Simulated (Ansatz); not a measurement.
## A geometry optimisation of ClHMgO with PBE0-D4/def2-SVP

The starting geometry of this gas-phase singlet is a saddle point at PBE0-D4/def2-SVP, pushed by 0.25 Å along its imaginary mode.

```xyz
4

Cl   -0.0105   -0.0624   -2.5487
Mg   -0.0005   -0.0691    0.8674
O     0.0063    0.2484   -0.9160
H    -0.0080   -0.2363    2.5670
```

Task: Predict what becomes of its bonds when it is optimised with PBE0-D4/def2-SVP.

Result: A new bond forms, giving a structure with Cl1 bridging Mg2 and O3, given below by its coordinates. Contacts that close: Cl1–Mg2 (3.42 → 2.63 Å).

The energy falls by 0.09 eV over 15 steps:

```tsv
step	E − E(last) (eV)
1	0.095
3	0.085
4	0.085
6	0.078
7	0.076
9	0.051
10	0.034
12	0.001
13	0.000
15	0.000
```

Final geometry (Å):

```csv
atom,x (Å),y (Å),z (Å)
Cl,-0.0296,-0.5437,-1.9160
Mg,0.0009,0.0302,0.6546
O,0.0360,0.9238,-1.0123
H,-0.0200,-0.5297,2.2433
```

Frequencies at the end are all real (lowest 130 cm⁻¹). Run with Ansatz 0.2.0, 11 s on 2 threads of Arm Neoverse V1 (shared host).
